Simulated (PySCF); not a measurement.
# Accurate constants of SiH+, step by step

An exercise on one series of results from a longer session: the logs are not shown, and one member is left open.

Method: CCSD(T) on RHF, no relativity in the base curves; scalar relativity is added as a correction; program: PySCF 2.14.0.

2 further runs of the same task are left out: 2 set aside as unsound or not needed.

The first run:

* molecule: SiH+
* state: singlet, unpaired electrons none
* smaller basis: Si aug-cc-pV(T+d)Z, H aug-cc-pVTZ
* larger basis: Si aug-cc-pV(Q+d)Z, H aug-cc-pVQZ
* frozen core orbitals: 5
* extrapolation: correlation as n⁻³ (n = 3, 4), Hartree–Fock as (n+1)·exp(−9√n)
* corrections: core–valence correlation, scalar relativity
* distances (Å): 1.3429, 1.4040, 1.4650, 1.5261, 1.5871, 1.6634, 1.7397
* masses (u): 27.9769, 1.0078
* dissociation limit: Si+ + H

On the command line:

```bash
OMP_NUM_THREADS=4 python comp.py task.json out
```

Among the steps run: Coupled cluster at each distance.

One table of the session follows, with a row left open; its other results are not shown here.

It belongs to the step «Constants step by step». 

| level | Re (Å) | ωe (cm⁻¹) | ωexe (cm⁻¹) | αe (cm⁻¹) | De (eV) |
| --- | --- | --- | --- | --- | --- |
| CCSD(T)/aug-cc-pVTZ(-PP) | 1.5077 | 2148.2 | 33.4 | 0.197 | 3.376 |
| CCSD(T)/aug-cc-pVQZ(-PP) | 1.5060 | 2161.7 | 34.2 | 0.199 | 3.415 |
| HF/CBS | 1.4947 | 2267.4 | 28.0 | 0.173 | 2.439 |
| MP2/CBS | 1.4991 | 2224.6 | 30.1 | 0.182 | 3.304 |
| CCSD/CBS | 1.5040 | 2179.0 | 33.6 | 0.195 | 3.426 |
| CCSD(T)/CBS | 1.5058 | 2167.1 | 34.2 | 0.198 | 3.442 |
| CCSD(T)/CBS+CV | ? | ? | ? | ? | ? |
| CCSD(T)/CBS+CV+SR | 1.5037 | 2162.4 | 34.2 | 0.199 | 3.431 |

Estimate the missing values for CCSD(T)/CBS+CV.

The run gave: Re (Å): 1.5037; ωe (cm⁻¹): 2164.9; ωexe (cm⁻¹): 34.3; αe (cm⁻¹): 0.199; De (eV): 3.436.
